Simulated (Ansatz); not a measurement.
Two isomers of C4H7Cl: A = `C=CCCCl`, B = `C[C@H]1C[C@@H]1Cl`.

Gas-phase electronic energies from Ansatz, PBE0-D4/def2-TZVP geometries. CBS: MP2 limit from def2 TZ/QZ plus the TZ coupled-cluster correction, frozen cores. Functionals use def2-TZVPP. B3LYP here is the variant with VWN-RPA as its local correlation; programs differ in this. Each species was taken in one conformer, which may not be the lowest.

Question: Which isomer does CCSD(T)/CBS put lower? Give the gap. (An estimate is asked.)

Answer: The calculation gave: A, by 26.2 kJ/mol.

Question: Give E(B) − E(A) in kJ/mol with B3LYP-D4, PBE0-D4, CCSD/def2-TZVPP, CCSD(T)/def2-SVP, ωB97M-V, B3LYP, HF/def2-TZVPP. (Estimate.)

Answer: Ansatz gave: B3LYP-D4 29.9, PBE0-D4 7.1, CCSD/def2-TZVPP 24.2, CCSD(T)/def2-SVP 18.2, ωB97M-V 17.1, B3LYP 29.8, HF/def2-TZVPP 37.5. None reverses the order clearly.

Question: Does the order hold for the free energy at 298.15 K (harmonic terms from PBE0-D4)? (Estimate.)

Answer: The calculation gave: Yes: G(B) − G(A) = +29.9 kJ/mol, for one conformer each.

Largest T1 diagnostic: 0.010.

From r2SCAN to r2SCAN0 (25 % exact exchange), in def2-TZVPP and without D4, E(B) − E(A) moves by −4.7 kJ/mol. At CCSD(T), def2-SVP lies −8.0 kJ/mol from the extrapolated value and def2-TZVPP −1.4 kJ/mol.
